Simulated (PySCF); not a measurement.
Dissociation curve of HCl, singlet.

Method: CCSD(T) on UHF/cc-pVDZ, 5 core orbitals frozen (PySCF).

Problem. Relative to R = 1.28 Å, what are the energies at R = 1.09, 1.72, 1.94, 2.81 Å?

Solution. 22.4 kcal/mol at 1.09 Å, 33.7 kcal/mol at 1.72 Å, 55.8 kcal/mol at 1.94 Å, 96.2 kcal/mol at 2.81 Å.

The unrestricted determinant behind UCCSD(T) is spin-contaminated at 1.94 to 5.17 Å (<S²> up to 1.0, against 0.00 for a pure singlet).
